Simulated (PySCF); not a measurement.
# The bond of BP+, level by level

Aim: find the lowest electronic state of BP+, scan its bond at several levels of theory, and get bond length, wavenumber and dissociation energy from each curve.

Program: PySCF 2.14.0. Level of theory: B jorge-DZP-DKH, P jorge-DZP-DKH, spin-free X2C with a Gaussian nucleus. These are calculated values, not measurements.

## 1. The job

A driver script around PySCF takes these settings:

```yaml
atoms: B, P
charge: 1
basis: B jorge-DZP-DKH, P jorge-DZP-DKH
Hamiltonian: spin-free X2C with a Gaussian nucleus
basis_functions: 39
electrons_treated: 19
masses_in_u: 11.0093, 30.9738
levels: PBE0, PBE, r²SCAN, revPBE, MN15, PW91, CAM-B3LYP, HF, MP2, SCS-MP2, CCSD, CCSD(T)
grid: 80 radial by 434 angular points
occupations: held fixed by the projection of orbital angular momentum
dissociation_limit: B+ + P, each in its ground configuration
starting_distance_in_angstrom: 1.980
values_of_2S_to_try: 1, 3
```

Started as:

```console
> OMP_NUM_THREADS=1 python dia.py task.json out
```

Further steps of the session: The PBE0 curve of the state that the search chose; Other states along the same grid; PBE (GGA); r²SCAN; revPBE; MN15 (hybrid meta-GGA); PW91; CAM-B3LYP (range-separated hybrid); UHF; MP2 and coupled cluster.

**Question.** What will these runs give? Wanted: for each run, Re; ωe; De; μ.

The runs gave:

Lowest PBE0 solution found, without spin–orbit coupling: ⁴Σ⁻ (quartet), unpaired electrons σ ↑, π ↑↑. State 2 has its PBE0 minimum 0.31 eV higher, as a spin-mixed determinant (⟨S²⟩ = 1.77), so this is no gap between pure states. State 3 has its PBE0 minimum 0.46 eV higher, as a spin-mixed determinant (⟨S²⟩ = 1.76), so this is no gap between pure states. State 4 has its PBE0 minimum 1.22 eV higher. The other levels ran on the lowest alone.

```csv
level,Re (Å),ωe (cm⁻¹),De (eV),μ (D)
UHF,1.852,727,1.70,-2.53
UHF-MP2,1.866,766,1.99,n/a
UHF-SCS-MP2,1.883,704,1.78,n/a
UHF-CCSD,1.908,633,1.66,n/a
UHF-CCSD(T),1.913,647,1.81,n/a
PBE,1.884,732,3.14,-1.52
revPBE,1.891,722,2.97,-1.57
PW91,1.882,734,3.17,-1.51
r²SCAN,1.866,768,3.06,-1.76
PBE0,1.863,763,2.87,-1.73
MN15,1.863,707,2.38,-1.78
CAM-B3LYP,1.858,756,2.69,-1.72
```

De is counted to B+ + P in their ground configurations. A positive dipole points from B to P; in an ion it is taken about the centre of mass and does not tell which atom is negative.

Differences from CCSD(T) in the same basis:

```csv
level,Re (mÅ),ωe (%)
UHF,-61,+12.5
UHF-MP2,-47,+18.5
UHF-SCS-MP2,-30,+8.9
UHF-CCSD,-6,-2.1
PBE,-29,+13.3
revPBE,-22,+11.7
PW91,-31,+13.6
r²SCAN,-47,+18.8
PBE0,-50,+18.0
MN15,-50,+9.3
CAM-B3LYP,-55,+16.9
```

**Reading.** Against CCSD(T) in the same basis, the bond length is nearest at UHF-CCSD (-6 mÅ) and farthest at UHF (-61 mÅ); the wavenumber is nearest at UHF-CCSD (-2.1 %) and farthest at r²SCAN (+18.8 %). Hartree–Fock makes the bond too short and too stiff against this reference, as it mostly does. CCSD(T) in a basis this small is itself some way from its limit, more so than the functionals. Among the levels with a De in the table, it runs from 1.66 eV (UHF-CCSD) to 3.17 eV (PW91).

Correlated steps freeze 6 core orbitals.
